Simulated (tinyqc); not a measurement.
Inside a calculation. Method: Pariser-Parr-Pople SCF with singles CI, for the molecule C=CC=CC=C (SMILES; centres numbered as the heavy atoms are written). One step of it, computed by the program tinyqc.

Question. Iteration 2: Fock matrix. F_rr = H_rr + P_rr gamma_rr / 2 + sum_(s != r) P_ss gamma_rs; F_rs = H_rs - P_rs gamma_rs / 2; E = tr P (H + F) / 2 + core repulsion sum_(r<s) z_r z_s gamma_rs.

P after iteration 1:
```
           1C         2C         3C         4C         5C         6C
1C   1.000000   0.893214   0.000000  -0.369509   0.000000   0.253576
2C   0.893214   1.000000   0.443054   0.000000  -0.069609   0.000000
3C   0.000000   0.443054   1.000000   0.816033   0.000000  -0.369509
4C  -0.369509   0.000000   0.816033   1.000000   0.443054   0.000000
5C   0.000000  -0.069609   0.000000   0.443054   1.000000   0.893214
6C   0.253576   0.000000  -0.369509   0.000000   0.893214   1.000000
```

core matrix H (eV):
```
            1C          2C          3C          4C          5C          6C
1C  -32.800144   -2.390000    0.000000    0.000000    0.000000    0.000000
2C   -2.390000  -38.042633   -2.390000    0.000000    0.000000    0.000000
3C    0.000000   -2.390000  -40.413803   -2.390000    0.000000    0.000000
4C    0.000000    0.000000   -2.390000  -40.413803   -2.390000    0.000000
5C    0.000000    0.000000    0.000000   -2.390000  -38.042633   -2.390000
6C    0.000000    0.000000    0.000000    0.000000   -2.390000  -32.800144
```

repulsion gamma_rs (eV):
```
           1C         2C         3C         4C         5C         6C
1C  11.130000   7.554319   5.238816   3.670169   2.868553   2.308288
2C   7.554319  11.130000   7.551683   5.238816   3.669262   2.868553
3C   5.238816   7.551683  11.130000   7.554319   5.238816   3.670169
4C   3.670169   5.238816   7.554319  11.130000   7.551683   5.238816
5C   2.868553   3.669262   5.238816   7.551683  11.130000   7.554319
6C   2.308288   2.868553   3.670169   5.238816   7.554319  11.130000
```

Centres (angstrom, eV; a flat drawing with bonds scaled to 1.40 angstrom):
```
centre          x          y  core charge z          W   gamma_rr
1C      -3.045000  -0.196000              1  11.160000  11.130000
2C      -1.799000   0.442000              1  11.160000  11.130000
3C      -0.623000  -0.319000              1  11.160000  11.130000
4C       0.623000   0.319000              1  11.160000  11.130000
5C       1.799000  -0.442000              1  11.160000  11.130000
6C       3.045000   0.196000              1  11.160000  11.130000
```

Give: F; pi energy.

Answer.

F (eV):
```
         1C       2C       3C       4C       5C       6C
1C  -5.5950  -5.7638   0.0000   0.6781   0.0000  -0.2927
2C  -5.7638  -5.5950  -4.0629   0.0000   0.1277   0.0000
3C   0.0000  -4.0629  -5.5950  -5.4723   0.0000   0.6781
4C   0.6781   0.0000  -5.4723  -5.5950  -4.0629   0.0000
5C   0.0000   0.1277   0.0000  -4.0629  -5.5950  -5.7638
6C  -0.2927   0.0000   0.6781   0.0000  -5.7638  -5.5950
```

pi energy = -77.5493 eV
